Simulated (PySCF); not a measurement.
SiH3 (charge +1).
Z-matrix (Å and degrees, GFN2-xTB geometry), rows numbered from 1:
```
Si
H   1  1.4649
H   1  1.4649  2  120.01
H   1  1.4649  2  120.00  3   180.00
```

The geometry is computed with GFN2-xTB (gas phase).

Masses are those of the commonest isotopes; rigid-rotor values at the optimised geometry. 

Question: Give the principal moments of inertia and the rotational constants in cm⁻¹.

Answer: Ia = 3.24, Ib = 3.24, Ic = 6.49 u·Å²; 505379 MHz·u·Å²/I gives 155809, 155766 and 77894 MHz, that is A = 5.19723, B = 5.19578, C = 2.59825 cm⁻¹.

Question: What kind of rotor is it?

Answer: An oblate symmetric top, as the point group D3h requires two equal moments; the computed ones differ by 0.03 % because the geometry is symmetric only within the optimiser's tolerance. Ray's parameter κ = (2B − A − C)/(A − C) = 0.999; −1 is the prolate and +1 the oblate limit.

Question: Is it planar, by Δ = Ic − Ia − Ib?

Answer: Planar: Δ = Ic − Ia − Ib = 0.00 u·Å². For a rigid frame Δ = −2 Σ m c², so it vanishes when all atoms lie in the ab plane; here none is more than 0.01 Å from it.

Question: Estimate the classical rotational partition function at 100 K, 298.15 K and 500 K.

Answer: Point group D3h, symmetry number σ = 6; q = (√π/σ)·√((kT/h)³/(ABC)), k/h = 20836.6 MHz/K: 20.4 at 100 K, 105 at 298.15 K, 228 at 500 K.

Whether it is a minimum is left open (no frequencies). Constants of a rigid frame at the computed geometry: no zero-point averaging, no centrifugal distortion.
